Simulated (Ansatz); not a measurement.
# CH₈SSi (built from SMILES C[SiH3].S): Born-Oppenheimer dynamics

The task is to watch the atoms for 40 steps of 0.25 fs, started with velocities for 300 K and run with a Nosé-Hoover thermostat, and see to which side of the barrier the system falls.

Program: Ansatz 0.2.0, Gaussian basis. Level of theory: BHLYP-D4/def2-SVP. These are calculated values, not measurements.

**1. Where the work starts**

The start, a first-order saddle point found at PBE0-D4 in triple zeta: 11 atoms, charge 0, spin multiplicity 1.

Atoms are counted from 1 here; the program's logs count them from 0.

Bond lengths: Si1–H3 1.480 Å, Si1–H4 1.507 Å, Si1–H5 1.479 Å, C2–H6 1.300 Å, C2–H8 1.089 Å, C2–H9 1.097 Å, C2–H10 1.090 Å, S7–H11 1.343 Å. Angles: H3–Si1–H4 101.7°, H3–Si1–H5 123.1°, H4–Si1–H5 102.4°, H6–C2–H8 120.3°, H6–C2–H9 81.6°, H6–C2–H10 120.7°, H8–C2–H9 108.3°, H8–C2–H10 111.8°, H9–C2–H10 107.8°.

As a file:

```xyz
11
CH8SSi
Si   -0.6570    0.8116   -0.2633
C    -0.0662   -0.9672    0.7923
H    -0.8832    0.7178   -1.7226
H    -2.0127    0.4419    0.2800
H    -0.3739    2.0870    0.4301
H     0.7629   -0.1934    0.1559
S     1.8257    0.8910   -0.8127
H    -0.4745   -0.6622    1.7544
H     0.8555   -1.5344    0.9743
H    -0.7536   -1.6137    0.2473
H     1.7770    0.0216   -1.8357
```

**2. The run**

md/in.yaml reads:

```yaml
crystal:
  periodic: [false, false, false]
  atoms:
    - {symbol: Si, position_ang: [-0.657006, 0.811584, -0.263269]}
    - {symbol: C, position_ang: [-0.066229, -0.967222, 0.792346]}
    - {symbol: H, position_ang: [-0.883203, 0.717781, -1.722634]}
    - {symbol: H, position_ang: [-2.012717, 0.441922, 0.280029]}
    - {symbol: H, position_ang: [-0.373852, 2.087040, 0.430053]}
    - {symbol: H, position_ang: [0.762897, -0.193441, 0.155897]}
    - {symbol: S, position_ang: [1.825678, 0.890987, -0.812680]}
    - {symbol: H, position_ang: [-0.474461, -0.662175, 1.754359]}
    - {symbol: H, position_ang: [0.855484, -1.534388, 0.974311]}
    - {symbol: H, position_ang: [-0.753601, -1.613658, 0.247291]}
    - {symbol: H, position_ang: [1.777009, 0.021570, -1.835702]}
basis:
  gaussian: {orbitals: def2-SVP}
hamiltonian: {xc: {name: BHLYP}, dispersion: d4}
md: {n_steps: 40, timestep: 0.25, temperature: 300, ensemble: nvt_nose_hoover, seed: 731, initial_velocities: maxwell_boltzmann}
```

On the command line:

```
> ansatz run in.yaml --threads 4 --pin off --events-out ev --progress --plain --max-ram 9574MiB
```

**Question.** What will these runs give? Wanted: temperature at the start; mean temperature, second half; lowest and highest potential energy, from the first frame; largest change of potential + kinetic.

As calculated:

| quantity | value |
| --- | --- |
| length | 40 steps, 10.0 fs |
| temperature at the start | 300 K |
| mean temperature, second half | 170 K |
| lowest and highest potential energy, from the first frame | 0 and 158 meV |
| largest change of potential + kinetic | 0.7 meV |

In words: By the last frame it has not clearly left the saddle region. The thermostat trades energy with the molecule, so the sum of potential and kinetic energy isn't conserved: it changes by +1 meV over the run. The mean temperature of the second half is still well below the 300 K set. The temperature runs between 164 and 300 K.
